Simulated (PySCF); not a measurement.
C2H6O, SMILES CCO (connectivity only; charge and spin as stated), charge +1, multiplicity 2. Geometry: PBE0-D3(BJ)/def2-TZVP. The multiplicity is an assumed one; other spin states were not compared. The values are those of a single conformer.

Computed with PBE0-D3(BJ)/def2-TZVP run with PySCF 2.14.0.

Harmonic wavenumbers (cm⁻¹): 138, 379, 435, 635, 905, 986, 1010, 1053, 1059, 1158, 1314, 1352, 1420, 1437, 1452, 2540, 2704, 3027, 3093, 3158, 3631. Rotational constants (GHz): 37.90, 9.320, 8.173; symmetry number 1.

Work out the zero-point energy and the ideal-gas rigid-rotor harmonic-oscillator thermochemistry at 298.15 K and 1 atm.

ZPE = ½ Σ hcν = ½ × 32887 cm⁻¹ = 47.01 kcal/mol. H − E(el) = 50.42 kcal/mol. Entropy in cal/(mol K): translation 37.41, rotation 22.24, vibration 5.73, spin 1.38, total 66.75. G − E(el) = 30.52 kcal/mol. Cp = 16.40 cal/(mol K). Modes under 150 cm⁻¹ make the vibrational entropy uncertain.
